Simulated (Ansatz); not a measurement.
A nudged elastic band was laid between two geometries of ClH₄NSi (7 atoms, charge 0, multiplicity 1).

These are results of Ansatz 0.2.0, RKS PBE0-D4/def2-SVP, not measurements.

- movable images: 9
- climbing image: yes
- spring: 5.0 eV/Å²
- optimiser: quadratic models (default)
- start path: through a guess of the saddle point
- force threshold: 0.03 eV/Å
- iteration limit: 60
- end points: relaxed

First end point:

```xyz
7
Properties=species:S:1:pos:R:3
Si 0.226 0.059 0.001
Cl 0.513 0.099 2.068
H 1.584 0.100 -0.604
N -0.685 1.366 -0.629
H -1.685 1.412 -0.463
H -0.281 2.295 -0.667
H -0.503 -1.202 -0.293
```

Last end point:

```xyz
7
Properties=species:S:1:pos:R:3
Si -0.215 -0.517 -0.487
Cl 1.923 1.248 1.636
H 1.497 0.174 1.006
N -0.814 1.080 -0.457
H -1.619 1.452 -0.952
H -0.343 1.781 0.111
H -1.261 -1.089 -1.444
```

Task: Which bonds break or form, and what moves?

Result: Bonds broken: Si1–Cl2, Si1–H3. Bonds formed: Cl2–H3. ClH4NSi becomes ClH + H3NSi.

Task: What energy profile does the band end with?

Result: The run converged. The highest image is number 3 of 0 to 10, 63.9 kcal/mol above the first end and 6.9 kcal/mol above the last; the last end lies 57.0 kcal/mol above the first. Neighbouring images differ by up to 1.5 eV, so the band resolves the path poorly. A vibrational analysis at the climbing image gives one clearly imaginary mode, 728i cm⁻¹: a first-order saddle point. The orbitals stay closed-shell, which can raise the energy where a bond breaks towards radicals; this wasn't checked here.

| image | path coordinate (Å) | energy (kcal/mol) | Si1–Cl2 (Å) | Si1–H3 (Å) | Cl2–H3 (Å) |
| --- | --- | --- | --- | --- | --- |
| 0 | 0.00 | 0.0 | 2.09 | 1.49 | 2.88 |
| 1 | 0.51 | 8.0 | 2.12 | 1.47 | 2.49 |
| 2 | 1.03 | 42.3 | 2.36 | 1.47 | 2.01 |
| 3 | 1.54 | 63.9 | 2.68 | 1.65 | 1.58 |
| 4 | 2.10 | 59.5 | 3.12 | 2.13 | 1.33 |
| 5 | 2.66 | 58.9 | 3.41 | 2.31 | 1.32 |
| 6 | 3.22 | 58.7 | 3.60 | 2.38 | 1.31 |
| 7 | 3.78 | 58.3 | 3.70 | 2.42 | 1.31 |
| 8 | 4.34 | 58.0 | 3.66 | 2.41 | 1.31 |
| 9 | 4.90 | 57.5 | 3.57 | 2.38 | 1.32 |
| 10 | 5.46 | 57.0 | 3.49 | 2.37 | 1.32 |

Task: What is the geometry of the highest image?

Result: 
```xyz
7
Properties=species:S:1:pos:R:3
Si 0.219 0.064 -0.530
Cl 1.196 -0.091 1.966
H 1.556 0.081 0.439
N -0.806 1.411 -0.707
H -1.808 1.393 -0.553
H -0.449 2.351 -0.833
H -0.739 -1.080 -0.369
```

Run time: 7.2 min on 1 thread of Arm Neoverse V2, with other jobs on the host, peak memory 0.13 GiB.
